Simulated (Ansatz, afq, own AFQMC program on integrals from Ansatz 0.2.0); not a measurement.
AFQMC on a folder of integrals that Ansatz 0.2.0 wrote.

```yaml
crystal:
  periodic: [false, false, false]
  atoms:
    - {symbol: Ge, position_ang: [0.000000, 0.000000, 0.253068]}
    - {symbol: Al, position_ang: [0.000000, 0.000000, -2.195645]}
    - {symbol: H, position_ang: [0.000000, 0.000000, 1.942577]}
basis:
  gaussian: {orbitals: cc-pVDZ}
magnetization: {spin_polarized: true, initial_magnetization: 2}
correlation: {method: ccsd_t, electrons: outside_noble_gas, hamiltonian_folder: ham}
```

```sh
$ ansatz run in.yaml --threads 1 --pin off --events-out ev --progress --plain --max-ram 1382MiB
```

Options of the walk:

```
--method free --trial cisd --walkers 60 --time-step 0.03 --max-blocks 80 --target-error 0.00034 --factor-cut 1e-05 --seed 806 --times 0,0.3,0.6,1.2,1.8,2.4,3.6,4.8,6 --taylor-order 8
```

Times are imaginary, in 1/Eh. The walk had a cap of 630 s. Filled inner d shells are frozen with the cores.

Output of the walk:

```
orbitals 31  electrons 5 3  factors 226 of 553
reference energy -2317.77976475 Eh
CCSD correlation -0.14153663 Eh in 12 cycles, weight of the determinant in the CISD state 0.8605
repeat  energy at the last time / Eh  error
    10  -2317.928942  0.001624
    20  -2317.928565  0.001028
    30  -2317.928314  0.000754
    40  -2317.928714  0.000664
    50  -2317.928357  0.000522
    60  -2317.928516  0.000481
    70  -2317.928653  0.000437
    80  -2317.928560  0.000402
time / (1/Eh)  energy / Eh  error  mean overlap
  0.00  -2317.921266  0.000077  1.1616
  0.30  -2317.923795  0.000115  1.1590
  0.60  -2317.925235  0.000122  1.1638
  1.20  -2317.926690  0.000153  1.1701
  1.80  -2317.927368  0.000200  1.1738
  2.40  -2317.927553  0.000203  1.1835
  3.60  -2317.927721  0.000223  1.2254
  4.80  -2317.928179  0.000313  1.2185
  6.00  -2317.928560  0.000402  1.1822
energy -2317.928560 +/- 0.000402 Eh
```

The run passed its tests (error under three times the target), which doesn't prove that it has relaxed.

Against this walk (error 10.9 meV) on the same determinant: CCSD(T) 50.1 meV higher, CCSDT(Q) 1.2 meV lower (within the noise). The error is statistical, and a free projection of finite length keeps a remainder of its start. The last points still move (meV from the last: 32 ± 5 at 1.80, 27 ± 6 at 2.40, 23 ± 6 at 3.60, 10 ± 9 at 4.80, 0 ± 11 at 6.00), but the last one has reached CCSDT(Q) within the noise or passed it, so little can be left to fall.

Cautions: remainder of the start not in the error; error above the target (10.9 against 9.3 meV); no relativity below Rb; no spin-orbit coupling; inner d shell frozen; lower spins were not checked.

The walk took 4.3 min on 1 thread of Intel(R) Xeon(R) Platinum 8488C (Sapphire Rapids), with other jobs on the host. The log's last line is the free-projection energy.

CCSDT and higher add their correlation energy to the determinant of the CCSD(T) run, since their own runs factorise the integrals more tightly (a shift of under 2 meV). A walk keeps the symmetry of its determinant, which the program's search chose and which needn't be the lowest solution, so a lower state of the same spin and another symmetry isn't excluded.
